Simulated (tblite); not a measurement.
1H-phosphole, C₄H₅P.
Atom-mapped SMILES: `[cH:1]1[cH:2][cH:3][pH:4][cH:5]1` (hydrogens: H6 on C1; H7 on C2; H8 on C3; H9 on P4; H10 on C5)

Method: GFN2-xTB as coded in tblite; computed harmonic values from a numerical Hessian at the method's own geometry, unscaled. The method is semi-empirical: single wavenumbers can be off by several per cent or more. Modes of hydrogen on phosphorus can be 10 to 20 % off.

Harmonic wavenumbers (cm⁻¹): 287.8, 437.5, 538.9, 656.7, 672.6, 709.3, 775.8, 804.5, 808.0, 842.1, 874.1, 885.3, 1032.1, 1090.3, 1091.0, 1226.9, 1320.5, 1484.8, 1581.9, 2265.5, 3081.4, 3089.3, 3106.9, 3108.0.

A = 7559, B = 5041, C = 3093 MHz; mass 84.013 u (most abundant isotopes); point group Cs, symmetry number 1.

Q: Zero-point energy?

A: Half the sum of the wavenumbers: 15886 cm⁻¹ = 45.42 kcal/mol.

Q: What is S at 400 K and 1 bar for an ideal gas of classical rigid rotors and harmonic oscillators?

A: Translation 40.68, rotation 26.29, vibration 9.66: S = 76.6 cal/(mol K).

Q: And Cp and H(400 K) − H(0)?

A: Cp = 25.89 cal/(mol K), of which vibrations give 17.94 (their classical limit is 24 R = 47.7); H(400 K) − H(0) = 5.85 kcal/mol without the zero-point energy, 2.67 from vibrations.

Q: How do the functions run with temperature in this model?

A: 
```json
{"T (K)": "100", "S (cal/(mol K))": "56.2", "Cp (cal/(mol K))": "8.8", "H − H(0) (kcal/mol)": "0.81", "G − H(0) (kcal/mol)": "-4.80", "ln q(vib)": "0.02"}
{"T (K)": "200", "S (cal/(mol K))": "63.4", "Cp (cal/(mol K))": "13.3", "H − H(0) (kcal/mol)": "1.88", "G − H(0) (kcal/mol)": "-10.80", "ln q(vib)": "0.24"}
{"T (K)": "300", "S (cal/(mol K))": "70.1", "Cp (cal/(mol K))": "19.9", "H − H(0) (kcal/mol)": "3.54", "G − H(0) (kcal/mol)": "-17.47", "ln q(vib)": "0.76"}
{"T (K)": "500", "S (cal/(mol K))": "82.9", "Cp (cal/(mol K))": "30.6", "H − H(0) (kcal/mol)": "8.68", "G − H(0) (kcal/mol)": "-32.79", "ln q(vib)": "2.40"}
{"T (K)": "800", "S (cal/(mol K))": "99.5", "Cp (cal/(mol K))": "39.6", "H − H(0) (kcal/mol)": "19.35", "G − H(0) (kcal/mol)": "-60.24", "ln q(vib)": "5.42"}
{"T (K)": "1000", "S (cal/(mol K))": "108.7", "Cp (cal/(mol K))": "43.2", "H − H(0) (kcal/mol)": "27.65", "G − H(0) (kcal/mol)": "-81.09", "ln q(vib)": "7.44"}
```

q(vib) and H(0) count from the zero-point level.

Q: Which modes carry the vibrational entropy at 400 K?

A: 287.8 cm⁻¹: 2.00; 437.5 cm⁻¹: 1.28; 538.9 cm⁻¹: 0.96; 656.7 cm⁻¹: 0.68; 672.6 cm⁻¹: 0.65; 709.3 cm⁻¹: 0.59 cal/(mol K); the other 18 give 3.49 together.

Hindered rotation and anharmonicity are outside this model.
